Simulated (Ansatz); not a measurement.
## Worked example: HOP, quintet against HOP, triplet

Geometry (PBE0/def2-TZVP stationary point of a triplet), kept for both states (HOP, triplet: A''; HOP, quintet: A''):

```
atom   x (Å)    y (Å)    z (Å)
   O  0.0000  -0.1018   1.0417
   P  0.0000   0.0286  -0.5874
   H  0.0000   0.7367   1.5146
```

Basis cc-pVTZ; Ansatz 0.2.0. Only valence electrons are correlated (noble-gas cores frozen). Prefix R: restricted or restricted open-shell reference; prefix U: unrestricted.

Full CI isn't at hand for all of this; UCCSDT(Q) serves as the reference, and is uncertain by about the last step of the cluster series.

| level | E(HOP, triplet) (hartree) | E(HOP, quintet) (hartree) |
| --- | --- | --- |
| UHF | -416.212018 | -415.971932 |
| UMP2 | -416.555023 | -416.290342 |
| UCCSD(T) | -416.587796 | -416.321372 |
| PBE | -416.935309 | -416.678063 |
| r2SCAN | -417.110356 | -416.856811 |
| UCCSDT(Q) | -416.589250 | -416.323356 |

Question: Give the vertical gap, HOP quintet less HOP triplet, at each level in eV (1 hartree = 27.2114 eV), and each error against UCCSDT(Q).

Answer: UCCSDT(Q): (-416.323356 − (-416.589250)) × 27.2114 = 7.235 eV (the reference)
r2SCAN: (-416.856811 − (-417.110356)) × 27.2114 = 6.899 eV, error -0.336 eV
PBE: (-416.678063 − (-416.935309)) × 27.2114 = 7.000 eV, error -0.235 eV
UCCSD(T): (-416.321372 − (-416.587796)) × 27.2114 = 7.250 eV, error 0.015 eV
UMP2: (-416.290342 − (-416.555023)) × 27.2114 = 7.202 eV, error -0.033 eV
UHF: (-415.971932 − (-416.212018)) × 27.2114 = 6.533 eV, error -0.702 eV

Total energies of functionals can't be set beside those of wave-function methods, since they hold the core's correlation and their own absolute errors; only the differences compare.

Each level lands on the state that its own search finds. T1 diagnostics of restricted CCSD: 0.021 and 0.042.
